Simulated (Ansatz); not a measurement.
**SiNH+ (doublet): the correlation ladder, def2-QZVPP**

An exercise on one series of results from a longer session: the logs are not shown, and one member is left open.

Method: def2-QZVPP, core rule «outside noble gas», up to 6 orbitals frozen; program: Ansatz 0.2.0, Gaussian basis.

The runs, in order: UHF; ROHF; CCSD(T) on UHF.

2 further runs of the same task are left out: 2 set aside as unsound or not needed.

## What is computed

The geometry is a PBE0/def2-TZVP stationary point (not a proven minimum) of the parent state, kept for this charge and spin.

3 atoms, charge 1, spin multiplicity 2.

Atoms are counted from 1 here; the program's logs count them from 0.

Bond lengths: Si1–N2 1.546 Å, N2–H3 1.000 Å. Angles: Si1–N2–H3 180.0°.

As a file:

```
Si    0.00000    0.00000   -1.36363
N     0.00000    0.00000    0.18201
H     0.00000    0.00000    1.18162
```

The first run:

Contents of in.yaml:

```yaml
crystal:
  periodic: [false, false, false]
  atoms:
    - {symbol: Si, position_ang: [0.000000, 0.000000, -1.363630]}
    - {symbol: N, position_ang: [0.000000, 0.000000, 0.182007]}
    - {symbol: H, position_ang: [0.000000, 0.000000, 1.181623]}
basis:
  gaussian: {orbitals: "def2-QZVPP.json"}
total_charge: 1
magnetization: {spin_polarized: true, initial_magnetization: 1}
hamiltonian: {xc: hf}
output: {orbitals: {seedname: orbitals}}
```

The run is started by

```
$ ansatz run in.yaml --threads 1 --pin off --events-out ev --progress --plain --max-ram 2560MiB --backend cpu
```

Among the steps run: UHF; ROHF; CCSD(T) on UHF.

One table of the session follows, with a row left open; its other results are not shown here.

It belongs to the step «Misses and costs». 

```
  method  from UCCSD(T) (meV)
    ROHF              +7844.2
     UHF              +7722.7
    UMP2                    ?
   UCCSD               +288.2
UCCSD(T)                    0
```

**Question.** Estimate the row for UMP2.

The run gave: from UCCSD(T) (meV): +931.2. In the column «from UCCSD(T) (meV)» it lies between UCCSD (+288.2) and UHF (+7722.7).
